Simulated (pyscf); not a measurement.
Thermochemistry of product channels of `[F][Ga]([F])[F]` + `[H]` [doublet] on the doublet surface, in kcal/mol, from CCSD(T)/def2-TZVPP + ΔMP2(QZVPP) energies (ideal gas, 1 atm, RRHO with modes under 100 cm⁻¹ raised to 100, one conformer, R ln 2 for rigid chiral ones). Structures and frequencies: ωB97X-D3(BJ)/def2-SVP in PySCF. Correlated levels are frozen-core, on RHF or UHF. ΔMP2 is the change of the MP2 total energy from the triple- to the quadruple-zeta basis.

```
products                                            ΔE  ΔH(298 K)  ΔG(298 K)  ΔG(900 K)
----------------------------------------------  ------  ---------  ---------  ---------
`[F][F]` + `[F][GaH]` [doublet]                 +136.1     +137.4     +133.6     +127.3
`[FH]` + `[F][Ga]` [singlet] + `[F]` [doublet]   +55.4      +58.8      +48.4      +28.2
`[F]` [doublet] + `[F][GaH][F]`                  +39.4      +41.8      +40.2      +37.8
`[FH]` + `[F][Ga][F]` [doublet]                  -14.9      -11.0      -14.2      -19.7
```

These are energies of the channels, which say nothing of barriers. The CCSD(T) − MP2 part came from Ansatz, without density fitting, on the same reference. The frozen core leaves the outer d or s,p core shells of the metals and heavy elements correlated in the MP2 and CC values, and def2-TZVPP describes them poorly, which can shift differences by a few kcal/mol. Left out: orbital degeneracy and the spin-orbit lowering of F. Elements up to Kr have no core potential and no relativistic terms here.
